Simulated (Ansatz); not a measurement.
C$_{2}$H$_{2}$FN, SMILES `FC1=CN1`, 6 atoms. Charge 0, multiplicity 1. All runs use 2 threads of an Arm Neoverse V2 on a shared host. Correlated methods freeze the cores. Open-shell runs search over several starts.

Problem. Give the basis size and wall time and peak host memory of each of these runs in Ansatz. UKS PBE-D4/def2-TZVPP energy of the cation; RKS PBE0-D4/def2-TZVP frequencies; UKS r2SCAN-D4/def2-TZVPP energy of the cation; RHF-MP2/def2-QZVPP energy; RKS ωB97M-V/def2-SVP energy; RKS PBE0-D4/def2-TZVP relaxation (11 steps); RKS HSE06 (plane-wave form)-D4/def2-TZVPP energy; UKS PBE0-D4/def2-TZVPP energy of the cation; UKS ωB97X-V/def2-TZVPP energy of the cation; direct RPA on PBE orbitals/def2-TZVPP energy; RKS PBE-D4/def2-TZVPP energy and forces; UKS ωB97M-V/def2-TZVPP energy of the cation. (Estimate.)

Solution. The calculation gave: Other jobs shared the machine, so times are rough.

| level | job | functions | wall time | peak host memory (GiB) |
| --- | --- | --- | --- | --- |
| RKS PBE-D4/def2-TZVPP | energy and forces | 152 | 1.2 s | 0.13 |
| RKS HSE06 (plane-wave form)-D4/def2-TZVPP | energy | 152 | 1.3 s | 0.24 |
| UKS PBE-D4/def2-TZVPP | energy of the cation | 152 | 1.6 s | 0.16 |
| direct RPA on PBE orbitals/def2-TZVPP | energy | 152 | 2 s | 0.23 |
| RKS ωB97M-V/def2-SVP | energy | 66 | 2 s | 0.15 |
| UKS PBE0-D4/def2-TZVPP | energy of the cation | 152 | 2.1 s | 0.29 |
| UKS r2SCAN-D4/def2-TZVPP | energy of the cation | 152 | 3.6 s | 0.2 |
| RHF-MP2/def2-QZVPP | energy | 288 | 6.5 s | 0.88 |
| UKS ωB97X-V/def2-TZVPP | energy of the cation | 152 | 6.5 s | 0.39 |
| UKS ωB97M-V/def2-TZVPP | energy of the cation | 152 | 7 s | 0.42 |
| RKS PBE0-D4/def2-TZVP | relaxation (11 steps) | 136 | 17 s | 0.21 |
| RKS PBE0-D4/def2-TZVP | frequencies | 136 | 35 s | 0.2 |
